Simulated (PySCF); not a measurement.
Species: CO.
SMILES: `[C-]#[O+]`

Computed with PySCF 2.14.0, PBE0-D3(BJ)/def2-SVP geometry optimisation, gas phase.

Masses are those of the commonest isotopes; rigid-rotor values at the optimised geometry. 

**Question.** What are the moment of inertia and the rotational constant?

**Answer.** I = 8.725 u·Å², B = 505379 MHz·u·Å²/I = 57923 MHz (1.9321 cm⁻¹, or 2.780 K as hB/k). For two atoms I = μr² with μ = 6.8562 u and r = 1.1281 Å.

**Question.** List the first levels of a rigid rotor in a Σ state.

**Answer.** E(J) = BJ(J+1): J = 1: 3.864, J = 2: 11.593, J = 3: 23.185, J = 4: 38.642, J = 5: 57.963, J = 6: 81.149 cm⁻¹.

**Question.** Where do the first rotational lines fall?

**Answer.** The dipole is 0.21 D; J+1 ← J lies at 2B(J+1): 1 ← 0 at 115.85 GHz, 2 ← 1 at 231.69 GHz, 3 ← 2 at 347.54 GHz, 4 ← 3 at 463.39 GHz, 5 ← 4 at 579.23 GHz, 6 ← 5 at 695.08 GHz.

Stationary, but not proved a minimum. No vibrational averaging or centrifugal distortion is included, and the geometry carries the error of its method.

Time: 1.4 s wall; peak memory 0.23 GiB. Hardware: one thread, Arm Neoverse V1 (aarch64), no GPU, shared host. These figures are those of the optimisation.
